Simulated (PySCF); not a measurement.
**ClH₆: one-bond stretch**

Computed with UPBE0 in PySCF with Cl def2-TZVP, H def2-TZVP; no relativity; density-fitted integrals.

Rigid scan from the doublet minimum (Cl–H 1.465 Å (×6); H–Cl–H 90.0° (×12), H–Cl–H 180.0° (×3)). Coordinate: the bond from Cl to the last atom (H) scaled, the rest fixed. Energies in kJ/mol from the minimum.

```csv
scale of one bond,E (kJ/mol),dipole size (D),⟨S²⟩
0.92,7.8,0.58,0.75
0.96,1.7,0.30,0.75
1.00,0.0,0.00,0.75
1.05,2.1,0.38,0.75
1.12,10.2,0.91,0.75
1.20,23.5,1.47,0.76
1.35,52.2,2.25,0.82
1.55,83.8,–,0.95
1.80,106.1,–,0.99
2.20,115.5,–,0.90
```

Spin contamination is strong at 1.80, so these points are less reliable.

Other isomers or separated fragments may lie lower.
